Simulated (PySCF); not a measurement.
PySCF input file for N2, SMILES N#N, ADC(3)/aug-cc-pVDZ. Coordinates come from a PBE0-D3(BJ)/def2-TZVPD optimisation.

```python
import numpy as np
from pyscf import gto, scf, dft, adc

mol = gto.M(
    atom='''
    N     0.00000000    0.00000000   -0.54470154
    N     0.00000000    0.00000000    0.54470154
    ''',
    basis='aug-cc-pVDZ',
    charge=0,
    spin=0,
    max_memory=1600,
    verbose=4,
)
mf = scf.RHF(mol)
mf.conv_tol = 1e-10
mf.max_cycle = 100
mf.kernel()
res = {}
for kind, nroots in (('ee', 6), ('ip', 6), ('ea', 2)):
    a = adc.ADC(mf).density_fit('aug-cc-pvdz-ri')
    a.method, a.method_type = 'adc(3)', kind
    e, v, p, x = a.kernel(nroots=nroots)
    res[kind] = (e * 27.211386245988, p)
a = adc.ADC(mf).density_fit('aug-cc-pvdz-ri')
a.method, a.method_type, a.ncvs = 'adc(2)-x', 'ip', 2
e, v, p, x = a.kernel(nroots=2)
res['core ip, CVS-ADC(2)-x'] = (e * 27.211386245988, p)
for kind, (e, p) in res.items():
    print(kind, 'energies / eV', np.round(e, 3), 'strengths', np.round(p, 4))
```

Output:

```
PySCF version 2.14.0

[INPUT] verbose = 4
[INPUT] num. atoms = 2
[INPUT] num. electrons = 14
[INPUT] charge = 0
[INPUT] spin (= nelec alpha-beta = 2S) = 0
[INPUT] symmetry False subgroup None
[INPUT] Mole.unit = angstrom
[INPUT] Symbol           X                Y                Z      unit          X                Y                Z       unit  Magmom
[INPUT]  1 N      0.000000000000   0.000000000000  -0.544701540000 AA    0.000000000000   0.000000000000  -1.029336730229 Bohr   0.0
[INPUT]  2 N      0.000000000000   0.000000000000   0.544701540000 AA    0.000000000000   0.000000000000   1.029336730229 Bohr   0.0

nuclear repulsion = 23.8017349235693
number of shells = 16
number of NR pGTOs = 70
number of NR cGTOs = 46
basis = aug-cc-pVDZ
ecp = {}


******** <class 'pyscf.scf.hf.RHF'> ********
method = RHF
initial guess = minao
damping factor = 0
level_shift factor = 0
DIIS = <class 'pyscf.scf.diis.CDIIS'>
diis_start_cycle = 1
diis_space = 8
diis_damp = 0
SCF conv_tol = 1e-10
SCF conv_tol_grad = None
SCF max_cycles = 100
direct_scf = True
direct_scf_tol = 1e-13
Set gradient conv threshold to 1e-05
Initial guess from minao.
init E= -109.027471218931
  HOMO = -0.385209406377512  LUMO = 0.0555601850275099  gap/eV = 11.99395
cycle= 1 E= -108.939842381504  delta_E= 0.0876  |g|= 0.288  |ddm|=  1.7
  HOMO = -0.668860130386641  LUMO = 0.0998609329508606  gap/eV = 20.91797
cycle= 2 E= -108.960062253686  delta_E= -0.0202  |g|= 0.0762  |ddm|= 0.451
  HOMO = -0.617733554491773  LUMO = 0.103797989952936  gap/eV = 19.63387
cycle= 3 E= -108.961413512605  delta_E= -0.00135  |g|= 0.0145  |ddm|= 0.0741
  HOMO = -0.619093427437592  LUMO = 0.103763894974516  gap/eV = 19.66995
cycle= 4 E= -108.96149769707  delta_E= -8.42e-05  |g|= 0.00119  |ddm|= 0.0566
  HOMO = -0.619021789621961  LUMO = 0.103774513362406  gap/eV = 19.66829
cycle= 5 E= -108.961498201537  delta_E= -5.04e-07  |g|= 0.000172  |ddm|= 0.00331
  HOMO = -0.619024080686617  LUMO = 0.103768589068751  gap/eV = 19.66819
cycle= 6 E= -108.961498217737  delta_E= -1.62e-08  |g|= 3.18e-05  |ddm|= 0.000485
  HOMO = -0.619016285204169  LUMO = 0.103767704434437  gap/eV = 19.66795
cycle= 7 E= -108.961498218372  delta_E= -6.35e-10  |g|= 2.95e-06  |ddm|= 0.000178
  HOMO = -0.619016285199588  LUMO = 0.103767653574892  gap/eV = 19.66795
cycle= 8 E= -108.961498218375  delta_E= -3.13e-12  |g|= 1.61e-07  |ddm|= 1.68e-05
  HOMO = -0.619016248060996  LUMO = 0.10376765585958  gap/eV = 19.66795
Extra cycle  E= -108.961498218376  delta_E= -3.13e-13  |g|= 4.3e-08  |ddm|= 2.29e-07
converged SCF energy = -108.961498218376

******** <class 'pyscf.adc.radc.RADC'> ********
******** ADC Orbital Information ********
Number of Frozen Occupied Orbitals: 0
Number of Frozen Virtual Orbitals: 0
Number of Active Occupied Orbitals: 7
Number of Active Virtual Orbitals: 39
*****************************************
******** <class 'pyscf.df.df.DF'> ********
auxbasis = aug-cc-pvdz-ri
Reference correlation energy (doubles): -0.31566575
MP3 correlation energy of reference state (a.u.) = -0.31566575

******** <class 'pyscf.adc.radc_ee.RADCEE'> ********
max_space = 12
max_cycle = 50
conv_tol = 1e-08

*************************************************************
        ADC calculation summary (singlet states only)
*************************************************************
adc(3) root 0  |  Energy (Eh) =   0.3472299525  |  Energy (eV) =   9.44860827  |  Osc. strength = 0.00000000  |  conv = True
adc(3) root 1  |  Energy (Eh) =   0.3472299525  |  Energy (eV) =   9.44860827  |  Osc. strength = 0.00000000  |  conv = True
adc(3) root 2  |  Energy (Eh) =   0.3605913771  |  Energy (eV) =   9.81219116  |  Osc. strength = 0.00000000  |  conv = True
adc(3) root 3  |  Energy (Eh) =   0.3740886367  |  Energy (eV) =  10.17947030  |  Osc. strength = 0.00000000  |  conv = True
adc(3) root 4  |  Energy (Eh) =   0.3740886406  |  Energy (eV) =  10.17947041  |  Osc. strength = 0.00000000  |  conv = True
adc(3) root 5  |  Energy (Eh) =   0.4850986605  |  Energy (eV) =  13.20020691  |  Osc. strength = 0.38603439  |  conv = True

******** <class 'pyscf.adc.radc.RADC'> ********
******** ADC Orbital Information ********
Number of Frozen Occupied Orbitals: 0
Number of Frozen Virtual Orbitals: 0
Number of Active Occupied Orbitals: 7
Number of Active Virtual Orbitals: 39
*****************************************
******** <class 'pyscf.df.df.DF'> ********
auxbasis = aug-cc-pvdz-ri
Reference correlation energy (doubles): -0.31566575
MP3 correlation energy of reference state (a.u.) = -0.31566575

******** <class 'pyscf.adc.radc_ip.RADCIP'> ********
max_space = 12
max_cycle = 50
conv_tol = 1e-08

*************************************************************
        ADC calculation summary (doublet states only)
*************************************************************
adc(3) root 0  |  Energy (Eh) =   0.5677506223  |  Energy (eV) =  15.44928135  |  Spec. factor = 1.81741688  |  conv = True
adc(3) root 1  |  Energy (Eh) =   0.6136714360  |  Energy (eV) =  16.69885034  |  Spec. factor = 1.84319747  |  conv = True
adc(3) root 2  |  Energy (Eh) =   0.6136714360  |  Energy (eV) =  16.69885034  |  Spec. factor = 1.84319747  |  conv = True
adc(3) root 3  |  Energy (Eh) =   0.6892776746  |  Energy (eV) =  18.75620088  |  Spec. factor = 1.65395830  |  conv = True
adc(3) root 4  |  Energy (Eh) =   0.9285841074  |  Energy (eV) =  25.26806060  |  Spec. factor = 0.13356546  |  conv = True
adc(3) root 5  |  Energy (Eh) =   0.9315319650  |  Energy (eV) =  25.34827589  |  Spec. factor = 0.00000000  |  conv = True

******** <class 'pyscf.adc.radc.RADC'> ********
******** ADC Orbital Information ********
Number of Frozen Occupied Orbitals: 0
Number of Frozen Virtual Orbitals: 0
Number of Active Occupied Orbitals: 7
Number of Active Virtual Orbitals: 39
*****************************************
******** <class 'pyscf.df.df.DF'> ********
auxbasis = aug-cc-pvdz-ri
Reference correlation energy (doubles): -0.31566575
MP3 correlation energy of reference state (a.u.) = -0.31566575

******** <class 'pyscf.adc.radc_ea.RADCEA'> ********
max_space = 12
max_cycle = 50
conv_tol = 1e-08

*************************************************************
        ADC calculation summary (doublet states only)
*************************************************************
adc(3) root 0  |  Energy (Eh) =   0.0983258854  |  Energy (eV) =   2.67558362  |  Spec. factor = 1.98430349  |  conv = True
adc(3) root 1  |  Energy (Eh) =   0.1296464697  |  Energy (eV) =   3.52786013  |  Spec. factor = 1.96409645  |  conv = True

******** <class 'pyscf.adc.radc.RADC'> ********
******** ADC Orbital Information ********
Number of Frozen Occupied Orbitals: 0
Number of Frozen Virtual Orbitals: 0
Number of Active Occupied Orbitals: 7
Number of Active Virtual Orbitals: 39
*****************************************
******** <class 'pyscf.df.df.DF'> ********
auxbasis = aug-cc-pvdz-ri
Reference correlation energy (doubles): -0.31958194
MP2 correlation energy of reference state (a.u.) = -0.31958194

******** <class 'pyscf.adc.radc_ip_cvs.RADCIPCVS'> ********
max_space = 12
max_cycle = 50
conv_tol = 1e-08

*************************************************************
        ADC calculation summary (doublet states only)
*************************************************************
adc(2)-x root 0  |  Energy (Eh) =  15.1078214100  |  Energy (eV) = 411.10476031  |  Spec. factor = 1.51901594  |  conv = True
adc(2)-x root 1  |  Energy (Eh) =  15.1112775468  |  Energy (eV) = 411.19880658  |  Spec. factor = 1.51747791  |  conv = True
ee energies / eV [ 9.449  9.449  9.812 10.179 10.179 13.2  ] strengths [0.    0.    0.    0.    0.    0.386]
ip energies / eV [15.449 16.699 16.699 18.756 25.268 25.348] strengths [1.8174 1.8432 1.8432 1.654  0.1336 0.    ]
ea energies / eV [2.676 3.528] strengths [1.9843 1.9641]
core ip, CVS-ADC(2)-x energies / eV [411.105 411.199] strengths [1.519  1.5175]
```

The calculation finished and met its thresholds.

Cost: roughly 30 core-seconds.
